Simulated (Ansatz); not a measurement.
Molecule: C2Cl4, charge 0, multiplicity 1. 
Coordinates optimised at B3LYP-D3(BJ)/def2-TZVP (Ansatz, a program for electronic structure):
SMILES: ClC(Cl)=C(Cl)Cl
```xyz
6

C     -0.0004    -0.0005     0.6696
C      0.0004     0.0005    -0.6696
Cl     0.0045     1.4501     1.5909
Cl    -0.0065    -1.4527     1.5885
Cl    -0.0045    -1.4501    -1.5909
Cl     0.0065     1.4527    -1.5885
```

Basis-set convergence of Hartree-Fock and CCSD correlation energies (hartree) with Ansatz. Valence correlation only, unless marked. No spin-orbit coupling. No relativistic terms.

The Hartree-Fock reference is unstable (checked in the largest basis), which strains HF and MP2. 

```tsv
basis	functions	E(HF)	E(corr, CCSD)
cc-pV(D+d)Z	120	-1913.70414	-0.86908
cc-pV(T+d)Z	216	…	…
```

### Question
What belongs in the gaps?

### Answer

- cc-pV(T+d)Z, E(HF): -1913.78578
- cc-pV(T+d)Z, E(corr, CCSD): -1.12567
